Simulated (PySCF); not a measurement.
Predicted microwave data (PBE0-D3(BJ)/def2-SVP geometry optimisation, gas phase (PySCF 2.14.0)) for one isomer of [C4H3O2]-:

* Rotational constants: A = 8593, B = 2969, C = 2542 MHz
* Dipole components (about the centre of mass): |μa| = 5.40 D, |μb| = 0.90 D, |μc| = 0.02 D
* Inertial defect: -30.24 u·Å²
* κ: -0.86

**Question.** Which candidate fits, each taken in the one conformer that was computed?
A. `[O-]c1ccco1`
B. `[O:1]=[C:2]([O-:3])[CH:4]1[CH:5]=[CH:6]1` (charge -1) with O1–C2–C4–C5 -152°
C. `C=C=CC(=O)[O-]`
D. `[CH:1]#[C:2][CH2:3][C:4](=[O:5])[O-:6]` (charge -1) with C2–C3–C4–O5 92°

**Answer.** B. It is O=C([O-])C1C=C1, an asymmetric top. The candidates at the same level (rigid rotor, commonest isotopes):

| SMILES | A (MHz) | B (MHz) | C (MHz) | μa (D) | μb (D) | μc (D) | Δ (u·Å²) | point group | rotor |
| --- | --- | --- | --- | --- | --- | --- | --- | --- | --- |
| [O-]c1ccco1 | 9164 | 3926 | 2749 | 3.25 | 0.10 | 0.00 | 0.00 | Cs | asymmetric top |
| O=C([O-])C1C=C1 | 8593 | 2969 | 2542 | 5.40 | 0.90 | 0.02 | -30.24 | – | asymmetric top |
| C#CCC(=O)[O-] | 7802 | 2296 | 2101 | 4.03 | 0.10 | 1.63 | -44.40 | – | near-prolate asymmetric top |
| C=C=CC(=O)[O-] | 10118 | 2171 | 1834 | 4.52 | 1.55 | 0.35 | -7.20 | C1 | near-prolate asymmetric top |

`C=C=CC(=O)[O-]` has C 28 % too low; `[O-]c1ccco1` has B 32 % too high; `C#CCC(=O)[O-]` has B 23 % too low. No structure here is proved a minimum.
